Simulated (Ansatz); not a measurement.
For zinc-blende CdTe, r²SCAN-D4 (plane waves, PAW; Ansatz, an electronic-structure program) gives:

equilibrium lattice constant a: 6.529 Å
bulk modulus: 41.8 GPa
cohesive energy: 2.36 eV/atom
band gap: 1.21 eV
enthalpy of formation: -0.546 eV/atom

### Question
What does HSE06-D3(BJ) (PAW; Ansatz) give for the same quantities?

### Answer

- lattice constant a: 6.445 Å (shrinks by 1.3 %)
- bulk modulus: 46.2 GPa (goes up by 11 %)
- cohesive energy: 2.57 eV/atom (grows by 0.21 eV/atom)
- band gap: 1.69 eV (increases by 0.48 eV)
- formation enthalpy: -0.471 eV/atom (moves by +0.075 eV/atom)

For comparison: lattice constant a 6.48 Å (measured, room temperature, not corrected to a static lattice; as tabulated in Lucero et al. (2012), arXiv:1111.4515); bulk modulus 43.7 GPa (measured, room temperature, not corrected to a static lattice, our sources range from 42.0 to 43.7; as tabulated in Elmahjoubi et al. (2023), arXiv:2303.01780); band gap 1.63 eV (measured, zero-point renormalisation of 16 meV (experimental, the table's column) added back here, direct; inputs from Miglio et al. (2020), arXiv:2011.12765); formation enthalpy -0.520 eV/atom (measured, 298 K, not corrected to a static lattice, our sources range from -0.522 to -0.479; as tabulated in Brebrick, High temperature thermodynamic data for CdTe(c), J. Phase Equilib. …).

Changes are worked out from the printed values.

Unless a cell is named, each level is at its own relaxed cell (r²SCAN-D4 34.80, HSE06-D3(BJ) 33.47 Å³/atom).

Levels without +SOC leave out spin–orbit coupling, which shifts energies and cells of such heavy elements.

Levels without +SOC have no spin–orbit coupling; where heavier elements are present it shifts gaps, mostly down, and can invert bands. Density-functional gaps are differences of (generalised) Kohn–Sham levels.

Ansatz's density-functional and Hartree–Fock values are scalar-relativistic unless marked +SOC, with PAW data made under PBE.
